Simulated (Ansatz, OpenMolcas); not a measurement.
## AlH3 (SMILES [AlH3]): methods side by side

AlH3: 4 atoms, total charge 0, spin state singlet. As SMILES, `[AlH3]`. Geometry: relaxed at PBE0-D4/def2-TZVP.

```xyz
4

Al    0.0137   -0.0148   -0.0051
H     0.6332    0.6709    1.2836
H    -1.3408   -0.8320    0.1051
H     0.7494    0.1157   -1.4039
```

Quantity: the energy change with the Al1–H3 bond stretched from 1.586 to 1.982 Å, in eV. The values are calculated.

| level | kind | program | value (eV) | less FCI/3-21G | CPU time (all runs) |
| --- | --- | --- | --- | --- | --- |
| revPBE/3-21G (restricted) | GGA | Ansatz | 0.50 | +0.01 | 1.1 s |
| BHLYP/3-21G (restricted) | global hybrid | Ansatz | 0.66 | +0.17 | 1.1 s |
| M06-2X/3-21G (restricted) | hybrid meta-GGA | OpenMolcas | 0.66 | +0.17 | 8 s |
| r2SCAN0/3-21G (restricted) | hybrid meta-GGA | Ansatz | 0.62 | +0.13 | 2.6 s |
| wB97M-V/3-21G (restricted) | range-separated hybrid | Ansatz | 0.62 | +0.13 | 16 s |
| B2PLYP/3-21G (restricted) | double hybrid | OpenMolcas | 0.60 | +0.11 | 6.8 s |
| CASSCF(2,2)/3-21G | multireference | OpenMolcas | 0.66 | +0.17 | 4 s |
| FCI/3-21G | exact in the basis | Ansatz | 0.49 | 0.00 | 0.69 s |

FCI/3-21G is exact within its basis and frozen core, so for wave-function methods in that basis the difference is their error; functionals converge differently with the basis, so for them it is only a difference. The first shape isn't each level's own minimum. The values span 0.49 to 0.66 eV. All rows use very small basis sets, so none should be taken for the real molecule's value. In so small a basis fixed costs decide the times, and correlated methods can beat functionals. CPU times are rough (shared hosts, several kinds of processor and program).
